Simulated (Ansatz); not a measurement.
## A small benchmark: atomisation enthalpy at 298 K

6 molecules with oxygen; the atomisation enthalpy at 298 K in kJ/mol, computed less measured. Shapes, held fixed at every level: PBE0-D4/def2-TZVP. Flexible molecules stand in one conformer, not always the lowest. Thermal terms are harmonic and unscaled (PBE0-D4/def2-TZVP); the spin-orbit lowering of the free atoms is taken from their spectra. Programs: Ansatz 0.2.0. Measured values: Active Thermochemical Tables, CRC Handbook of Chemistry and Physics, NIST-JANAF tables.

Levels: A = r2SCAN0-D4/def2-TZVPP; B = MP2/STO-3G; C = CCSD(T)/def2-TZVPP; D = CCSD(T)/CBS estimate.

```tsv
molecule	from tabulated heats	A	B	C	D
CO (carbon monoxide)	1077	-63	-198	-34	-5
NOF (nitrosyl fluoride)	867	-73	-527	-38	+14
C2HO (ethynyloxy radical)	1723	-28	-357	-64	-13
SO3 (SMILES O=S(=O)=O)	1420	-97	-1673	-102	-11
C2H2O (ethenone)	2168	-44	-254	-68	-10
CH2O2 (formic acid)	2030	-66	-482	-67	-4
```

Task: Which level does best on this set, which worst, and which err to one side?

Result: 
```
                level                   kind  mean error  mean absolute error  worst case
r2SCAN0-D4/def2-TZVPP          global hybrid       -61.8                 61.8         SO3
           MP2/STO-3G    perturbation theory      -581.8                581.8         SO3
   CCSD(T)/def2-TZVPP  coupled cluster or CI       -62.2                 62.2         SO3
 CCSD(T)/CBS estimate  coupled cluster or CI        -4.8                  9.5         NOF
```

On this set CCSD(T)/CBS estimate has the smallest mean absolute error and MP2/STO-3G the largest. r2SCAN0-D4/def2-TZVPP is too low in 6 of 6; MP2/STO-3G is too low in 6 of 6; CCSD(T)/def2-TZVPP is too low in 6 of 6; CCSD(T)/CBS estimate is too low in 5 of 6. Heats of the atoms come from ATcT where it has them. The levels differ in basis as well as in method. The tabulated value of NOF is in doubt (older tables, estimates, or at odds with other calculations) and kept here. Over the 5 molecules whose values aren't doubted the mean absolute errors are A 59.6; B 592.8; C 67.0; D 8.6. Where a negative error exceeds the measured value, the molecule comes out unbound. Correlated wave functions converge slowly with the basis. Spin contamination: C2HO (⟨S²⟩ up to 1.18). Open shells run unrestricted. The CBS estimate extrapolates MP2 from def2-TZVPP and def2-QZVPP and adds CCSD(T) − MP2 in the triple-zeta set, cores frozen. The set is small.
